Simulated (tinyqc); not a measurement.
Inside a calculation. Method: CCSD on RHF in the sto-3g basis, frozen core, for BH2+, spin multiplicity 1. One step of it, computed by the program tinyqc.

Task: Iteration 1: building the Fock matrix. J_ij = sum D_kl (ij|kl), K_ij = sum D_kl (ik|jl); F = H + J - 0.5 K; E = tr D H + tr D J / 2 - 0.25 tr D K + E_nn.

D at the start, order 1B 1s, 1B 2s, 1B 2px, 1B 2py, 1B 2pz, 2H 1s, 3H 1s:
```
[[2.034131, -0.114519, 0.000000, 0.000000, -0.091131, -0.197269, -0.197269],
 [-0.114519, 0.620495, 0.000000, 0.000000, 0.240456, 0.380993, 0.380993],
 [0.000000, 0.000000, 0.000000, 0.000000, 0.000000, 0.000000, 0.000000],
 [0.000000, 0.000000, 0.000000, 0.887443, 0.000000, 0.418476, -0.418476],
 [-0.091131, 0.240456, 0.000000, 0.000000, 0.094268, 0.150592, 0.150592],
 [-0.197269, 0.380993, 0.000000, 0.418476, 0.150592, 0.439275, 0.044609],
 [-0.197269, 0.380993, 0.000000, -0.418476, 0.150592, 0.044609, 0.439275]]
```

core Hamiltonian H = T + V (hartree), order 1B 1s, 1B 2s, 1B 2px, 1B 2py, 1B 2pz, 2H 1s, 3H 1s:
```
[[-13.210039, -3.426749, 0.000000, 0.000000, -0.014502, -0.854575, -0.854575],
 [-3.426749, -4.269952, 0.000000, 0.000000, -0.126173, -1.863133, -1.863133],
 [0.000000, 0.000000, -3.394235, 0.000000, 0.000000, 0.000000, 0.000000],
 [0.000000, 0.000000, 0.000000, -3.599772, 0.000000, -1.534289, 1.534289],
 [-0.014502, -0.126173, 0.000000, 0.000000, -3.431233, -0.674192, -0.674192],
 [-0.854575, -1.863133, 0.000000, -1.534289, -0.674192, -2.898168, -0.366735],
 [-0.854575, -1.863133, 0.000000, 1.534289, -0.674192, -0.366735, -2.898168]]
```

Two-electron integrals (ij|kl) in chemists' order, unique and non-zero (hartree):
```
(11|11) 2.923513    (21|11) 0.518376    (21|21) 0.109262    (22|11) 0.744229
(22|21) 0.193177    (22|22) 0.544804    (31|31) 0.020264    (32|31) 0.029996
(32|32) 0.120346    (33|11) 0.742491    (33|21) 0.193240    (33|22) 0.544682
(33|33) 0.586773    (41|41) 0.020264    (42|41) 0.029996    (42|42) 0.120346
(43|43) 0.031630    (44|11) 0.742491    (44|21) 0.193240    (44|22) 0.544682
(44|33) 0.523513    (44|44) 0.586773    (51|51) 0.020264    (52|51) 0.029996
(52|52) 0.120346    (53|53) 0.031630    (54|54) 0.031630    (55|11) 0.742491
(55|21) 0.193240    (55|22) 0.544682    (55|33) 0.523513    (55|44) 0.523513
(55|55) 0.586773    (61|11) 0.127630    (61|21) 0.026798    (61|22) 0.047492
(61|33) 0.047257    (61|41) 0.001813    (61|42) 0.003315    (61|44) 0.047877
(61|51) 0.000769    (61|52) 0.001406    (61|54) 0.000263    (61|55) 0.047369
(61|61) 0.006786    (62|11) 0.285585    (62|21) 0.075155    (62|22) 0.230510
(62|33) 0.224144    (62|41) 0.007636    (62|42) 0.044930    (62|44) 0.240151
(62|51) 0.003240    (62|52) 0.019062    (62|54) 0.006791    (62|55) 0.227026
(62|61) 0.019653    (62|62) 0.130273    (63|31) 0.007826    (63|32) 0.035752
(63|43) 0.008583    (63|53) 0.003642    (63|63) 0.015087    (64|11) 0.238556
(64|21) 0.063650    (64|22) 0.206051    (64|33) 0.195050    (64|41) 0.013465
(64|42) 0.072741    (64|44) 0.225457    (64|51) 0.002393    (64|52) 0.015693
(64|54) 0.009259    (64|55) 0.197433    (64|61) 0.017532    (64|62) 0.136676
(64|64) 0.155562    (65|11) 0.101212    (65|21) 0.027005    (65|22) 0.087421
(65|33) 0.082754    (65|41) 0.002393    (65|42) 0.015693    (65|44) 0.088372
(65|51) 0.008841    (65|52) 0.042410    (65|54) 0.010967    (65|55) 0.091048
(65|61) 0.007438    (65|62) 0.057988    (65|64) 0.059600    (65|65) 0.040373
(66|11) 0.437361    (66|21) 0.117283    (66|22) 0.404962    (66|33) 0.380648
(66|41) 0.015192    (66|42) 0.116209    (66|44) 0.442111    (66|51) 0.006446
(66|52) 0.049304    (66|54) 0.026077    (66|55) 0.391712    (66|61) 0.031376
(66|62) 0.285761    (66|64) 0.327028    (66|65) 0.138748    (66|66) 0.774606
(71|11) 0.127630    (71|21) 0.026798    (71|22) 0.047492    (71|33) 0.047257
(71|41) -0.001813   (71|42) -0.003315   (71|44) 0.047877    (71|51) 0.000769
(71|52) 0.001406    (71|54) -0.000263   (71|55) 0.047369    (71|61) 0.006436
(71|62) 0.017780    (71|64) 0.014310    (71|65) 0.006739    (71|66) 0.027454
(71|71) 0.006786    (72|11) 0.285585    (72|21) 0.075155    (72|22) 0.230510
(72|33) 0.224144    (72|41) -0.007636   (72|42) -0.044930   (72|44) 0.240151
(72|51) 0.003240    (72|52) 0.019062    (72|54) -0.006791   (72|55) 0.227026
(72|61) 0.017780    (72|62) 0.085595    (72|64) 0.066391    (72|65) 0.037116
(72|66) 0.143345    (72|71) 0.019653    (72|72) 0.130273    (73|31) 0.007826
(73|32) 0.035752    (73|43) -0.008583   (73|53) 0.003642    (73|63) 0.008964
(73|73) 0.015087    (74|11) -0.238556   (74|21) -0.063650   (74|22) -0.206051
(74|33) -0.195050   (74|41) 0.013465    (74|42) 0.072741    (74|44) -0.225457
(74|51) -0.002393   (74|52) -0.015693   (74|54) 0.009259    (74|55) -0.197433
(74|61) -0.014310   (74|62) -0.066391   (74|64) -0.044124   (74|65) -0.028255
(74|66) -0.105090   (74|71) -0.017532   (74|72) -0.136676   (74|74) 0.155562
(75|11) 0.101212    (75|21) 0.027005    (75|22) 0.087421    (75|33) 0.082754
(75|41) -0.002393   (75|42) -0.015693   (75|44) 0.088372    (75|51) 0.008841
(75|52) 0.042410    (75|54) -0.010967   (75|55) 0.091048    (75|61) 0.006739
(75|62) 0.037116    (75|64) 0.028255    (75|65) 0.024699    (75|66) 0.065127
(75|71) 0.007438    (75|72) 0.057988    (75|74) -0.059600   (75|75) 0.040373
(76|11) 0.052699    (76|21) 0.013813    (76|22) 0.042053    (76|33) 0.041041
(76|44) 0.042698    (76|51) 0.001045    (76|52) 0.006004    (76|55) 0.042384
(76|61) 0.003456    (76|62) 0.019742    (76|64) 0.018118    (76|65) 0.009607
(76|66) 0.038446    (76|71) 0.003456    (76|72) 0.019742    (76|74) -0.018118
(76|75) 0.009607    (76|76) 0.003728    (77|11) 0.437361    (77|21) 0.117283
(77|22) 0.404962    (77|33) 0.380648    (77|41) -0.015192   (77|42) -0.116209
(77|44) 0.442111    (77|51) 0.006446    (77|52) 0.049304    (77|54) -0.026077
(77|55) 0.391712    (77|61) 0.027454    (77|62) 0.143345    (77|64) 0.105090
(77|65) 0.065127    (77|66) 0.241020    (77|71) 0.031376    (77|72) 0.285761
(77|74) -0.327028   (77|75) 0.138748    (77|76) 0.038446    (77|77) 0.774606
```

nuclear repulsion = 4.68617626 hartree

Give: Coulomb J; exchange K; Fock matrix F; total energy of this density.

Result:

Coulomb J (hartree), order 1B 1s, 1B 2s, 1B 2px, 1B 2py, 1B 2pz, 2H 1s, 3H 1s:
```
[[8.203, 1.659, 0.000, 0.000, 0.030, 0.411, 0.411],
 [1.659, 3.413, 0.000, 0.000, 0.176, 1.488, 1.488],
 [0.000, 0.000, 3.337, 0.000, 0.000, 0.000, 0.000],
 [0.000, 0.000, 0.000, 3.525, 0.000, 1.352, -1.352],
 [0.030, 0.176, 0.000, 0.000, 3.366, 0.610, 0.610],
 [0.411, 1.488, 0.000, 1.352, 0.610, 2.742, 0.272],
 [0.411, 1.488, 0.000, -1.352, 0.610, 0.272, 2.742]]
```

exchange K (hartree), order 1B 1s, 1B 2s, 1B 2px, 1B 2py, 1B 2pz, 2H 1s, 3H 1s:
```
[[5.866, 1.106, 0.000, 0.000, -0.008, 0.274, 0.274],
 [1.106, 1.135, 0.000, 0.000, 0.363, 0.737, 0.737],
 [0.000, 0.000, 0.219, 0.000, 0.000, 0.000, 0.000],
 [0.000, 0.000, 0.000, 1.249, 0.000, 0.695, -0.695],
 [-0.008, 0.363, 0.000, 0.000, 0.361, 0.310, 0.310],
 [0.274, 0.737, 0.000, 0.695, 0.310, 1.126, 0.148],
 [0.274, 0.737, 0.000, -0.695, 0.310, 0.148, 1.126]]
```

Fock matrix F (hartree), order 1B 1s, 1B 2s, 1B 2px, 1B 2py, 1B 2pz, 2H 1s, 3H 1s:
```
[[-7.940, -2.320, 0.000, 0.000, 0.020, -0.581, -0.581],
 [-2.320, -1.424, 0.000, 0.000, -0.132, -0.743, -0.743],
 [0.000, 0.000, -0.167, 0.000, 0.000, 0.000, 0.000],
 [0.000, 0.000, 0.000, -0.699, 0.000, -0.530, 0.530],
 [0.020, -0.132, 0.000, 0.000, -0.246, -0.219, -0.219],
 [-0.581, -0.743, 0.000, -0.530, -0.219, -0.719, -0.169],
 [-0.581, -0.743, 0.000, 0.530, -0.219, -0.169, -0.719]]
```

total energy of this density = -25.10637 hartree
